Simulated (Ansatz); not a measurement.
Input for Ansatz (development build ahead of 0.2.0):

```yaml
crystal:
  periodic: [false, false, false]
  atoms:
    - { symbol: "N", position_ang: [0.0, 0.0, 0.4662] }
    - { symbol: H, position_ang: [0.0, 0.0, -0.4662] }
basis:
  gaussian: { orbitals: STO-3G }
magnetization:
  spin_polarized: true
  initial_magnetization: 2
hamiltonian:
  xc: hf
correlation:
  method: ccsd_t
  frozen_orbitals: { H: 0, "N": 1 }
```

The input is written out in the form of the current development build from the run's settings.

Output:

| Item | Value |
| --- | --- |
| Converged | yes |
| Reference energy | -54.23925 hartree |
| CCSD correlation energy | -0.01814 hartree |
| Triples correction | 0.00000 hartree |
| Total energy | -54.25739 hartree |
| Spin squared of the determinant | 2.008 |
